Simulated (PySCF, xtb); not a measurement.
butadiene (C₄H₆), SMILES C=CC=C.

GFN2-xTB run with xtb at its own geometry gives an orbital gap of 3.78 eV and a dipole moment of 0.00 D.

Coordinates come from a B3LYP-D3(BJ)/def2-SVP optimisation. One conformer was computed; it need not be the lowest.

Q: What does B3LYP/def2-TZVP run with PySCF give? (Estimate from the structure and the level; the computed values follow.)

A: gap 5.46 eV (levels -6.59 and -1.12 eV), dipole 0.00 D.
